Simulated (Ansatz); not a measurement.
# CH5NSi (SMILES C[Si]N): one structure at several levels

The atoms stand at a structure displaced at random from a GFN2-xTB minimum. How far do the functionals agree with CCSD(T) there?

Computed with Ansatz 0.2.0, Gaussian basis. Level: single points in def2-TZVPP.

Cores are frozen in the correlated methods. B3LYP uses VWN-RPA correlation.

### Step 1. The system as given

SMILES `C[Si]N`, 8 atoms, charge 0, spin multiplicity 1.

Atoms are counted from 1 here; the program's logs count them from 0.

Bond lengths: C1–Si2 1.869 Å, C1–H4 1.052 Å, C1–H5 0.936 Å, C1–H6 1.151 Å, Si2–N3 1.580 Å, N3–H7 1.087 Å, N3–H8 1.011 Å. Angles: Si2–C1–H4 111.0°, Si2–C1–H5 120.9°, Si2–C1–H6 109.0°, H4–C1–H5 102.9°, H4–C1–H6 103.5°, H5–C1–H6 108.1°, C1–Si2–N3 104.3°, Si2–N3–H7 126.2°, Si2–N3–H8 118.1°, H7–N3–H8 114.7°.

As a file:

```
C    -0.6744    0.8356   -0.6318
Si    0.9310    0.5278    0.2745
N     0.9072   -1.0192    0.5966
H    -0.9395    0.0051   -1.2210
H    -0.7603    1.5517   -1.2291
H    -1.5306    0.9051    0.1339
H     1.6175   -1.5555    1.2199
H     0.0751   -1.5419    0.3583
```

### Step 2. CCSD(T)/def2-TZVPP

Contents of run/in.yaml:

```yaml
crystal:
  periodic: [false, false, false]
  atoms:
    - {symbol: C, position_ang: [-0.674400, 0.835600, -0.631800]}
    - {symbol: Si, position_ang: [0.931000, 0.527800, 0.274500]}
    - {symbol: N, position_ang: [0.907200, -1.019200, 0.596600]}
    - {symbol: H, position_ang: [-0.939500, 0.005100, -1.221000]}
    - {symbol: H, position_ang: [-0.760300, 1.551700, -1.229100]}
    - {symbol: H, position_ang: [-1.530600, 0.905100, 0.133900]}
    - {symbol: H, position_ang: [1.617500, -1.555500, 1.219900]}
    - {symbol: H, position_ang: [0.075100, -1.541900, 0.358300]}
basis:
  gaussian: {orbitals: def2-TZVPP}
correlation: {method: ccsd_t}
output: {forces: true}
```

The command line of these runs was not kept.

### Step 3. PBE0-D4/def2-TZVPP

run/in.yaml, as its differences from that of step 2:

```diff
@@ -13,3 +13,3 @@
   gaussian: {orbitals: def2-TZVPP}
-correlation: {method: ccsd_t}
-output: {forces: true}
+hamiltonian: {xc: pbe0, dispersion: d4}
+output: {forces: true, orbitals: {seedname: orbitals}}
```

### Step 4. wB97M-V/def2-TZVPP

run/in.yaml, as its differences from that of step 3:

```diff
@@ -13,3 +13,3 @@
   gaussian: {orbitals: def2-TZVPP}
-hamiltonian: {xc: pbe0, dispersion: d4}
-output: {forces: true, orbitals: {seedname: orbitals}}
+hamiltonian: {xc: {name: wB97M-V}}
+output: {forces: true}
```

### Step 5. r2SCAN-D4/def2-TZVPP

run/in.yaml, as its differences from that of step 4:

```diff
@@ -13,3 +13,3 @@
   gaussian: {orbitals: def2-TZVPP}
-hamiltonian: {xc: {name: wB97M-V}}
+hamiltonian: {xc: r2scan, dispersion: d4}
 output: {forces: true}
```

### Step 6. PBE-D4/def2-TZVPP

run/in.yaml, as its differences from that of step 5:

```diff
@@ -13,3 +13,3 @@
   gaussian: {orbitals: def2-TZVPP}
-hamiltonian: {xc: r2scan, dispersion: d4}
+hamiltonian: {xc: pbe, dispersion: d4}
 output: {forces: true}
```

### Step 7. revPBE-D4/def2-TZVPP

run/in.yaml, as its differences from that of step 6:

```diff
@@ -13,3 +13,3 @@
   gaussian: {orbitals: def2-TZVPP}
-hamiltonian: {xc: pbe, dispersion: d4}
+hamiltonian: {xc: {name: revPBE}, dispersion: d4}
 output: {forces: true}
```

### Step 8. B3LYP-D4/def2-TZVPP

run/in.yaml, as its differences from that of step 7:

```diff
@@ -13,3 +13,3 @@
   gaussian: {orbitals: def2-TZVPP}
-hamiltonian: {xc: {name: revPBE}, dispersion: d4}
+hamiltonian: {xc: {name: B3LYP}, dispersion: d4}
 output: {forces: true}
```

(Steps that only read results are left out.)

**Question.** What will these runs give? Wanted: energy less free atoms, CCSD(T)/def2-TZVPP; RMS force component; RMS force error; HOMO and LUMO, PBE0-D4; T1 diagnostic.

**Answer**, as computed:

```
                                  quantity                                                                                              value
energy less free atoms, CCSD(T)/def2-TZVPP                                                                                     -2612.1 kJ/mol
                       RMS force component                                                               3.048 to 3.132 eV/Å over the methods
                           RMS force error  PBE0-D4 0.097, wB97M-V 0.065, r2SCAN-D4 0.102, PBE-D4 0.164, revPBE-D4 0.162, B3LYP-D4 0.083 eV/Å
                    HOMO and LUMO, PBE0-D4                                                                                 -5.46 and -0.72 eV
                             T1 diagnostic                                                                                              0.012
```

Against CCSD(T) the functionals' energies less atoms differ by -120.8 to -56.6 kJ/mol, PBE-D4 by -120.8 kJ/mol. CCSD(T) in triple zeta still lacks some correlation energy of the bonds, so part of these gaps is its own basis error and they don't rank the functionals. The forces of wB97M-V come nearest to CCSD(T), those of PBE-D4 are farthest. Frozen-core CCSD(T) forces in triple zeta carry basis errors of their own, and this is one geometry, so small gaps rank nothing. The restricted Hartree–Fock reference is unstable towards an unrestricted one at one or more of these structures.
